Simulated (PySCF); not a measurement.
**Worked example: the step energy**

An elementary step of AlH3S2, singlet (AlH₃S₂ ([SH][AlH][SH]) → AlHS ([AlH][S]) + H₂S (still joined by a long Al–S bond); Al–S, S–H broken or loosened, S–H formed or tightened). “Start” and “end” are the PBE0-D4/def2-TZVP structures reached by relaxing down either side of its saddle point, with the molecules still in contact.

PySCF 2.14 with density fitting (its default auxiliary sets; JK sets also for MP2 and CCSD(T)); basis: def2-TZVPP and def2-QZVPP; cores frozen in the correlated methods.

Energies in eV:

| quantity | end | start |
| --- | --- | --- |
| Hartree–Fock, triple zeta (X = 3) | -28266.78473 | -28268.61649 |
| Hartree–Fock, quadruple zeta (X = 4) | -28267.58819 | -28269.41542 |
| MP2 correlation, X = 3 | -11.89304 | -11.74505 |
| MP2 correlation, X = 4 | -12.93787 | -12.77970 |
| CCSD(T) correlation, X = 3 | -13.77755 | -13.63329 |

(1) Work out the step energy at the basis limit: extrapolate Hartree–Fock as E(X) = E∞ + A exp(−7.88 √X) and the MP2 correlation as E(X) = E∞ + B X^−2.97 (the exponents that Neese and Valeev fitted for def2-TZVPP and QZVPP), then add CCSD(T) − MP2 in triple zeta.

The T1 diagnostic stays at or below 0.018.

## Answers

(1) Each step is linear, so take the differences first (end − start): Hartree–Fock 1.83176 (X = 3) and 1.82723 (X = 4); MP2 correlation -0.14799 and -0.15817; CCSD(T) correlation -0.14426.
Two points give E∞ = E(4) + w [E(4) − E(3)], with w = 1/(exp(7.88 (2 − √3)) − 1) = 0.1377 for Hartree–Fock and w = 1/((4/3)^2.97 − 1) = 0.7407 for the correlation.
Hartree–Fock: 1.82723 + 0.1377 × (-0.00453) = 1.8266 eV.
MP2 correlation: -0.15817 + 0.7407 × (-0.01018) = -0.1657 eV.
CCSD(T) − MP2: -0.14426 − (-0.14799) = 0.0037 eV.
Sum: 1.8266 + (-0.1657) + 0.0037 = 1.6646 eV, or 38.39 kcal/mol. Plain CCSD(T) in triple zeta gives 1.6875 eV, so the larger basis shifts the result by -0.0229 eV.

Labels in which every atom is bracketed show which atoms are joined, not bond orders.

For scale, one of the runs: CCSD(T)/def2-TZVPP, 168 basis functions, launched by `OMP_NUM_THREADS=4 python run.py`. Hardware: 4 CPU threads of an AMD EPYC 9R45, shared host. Wall time 45 s; peak host memory 1.1 GiB.
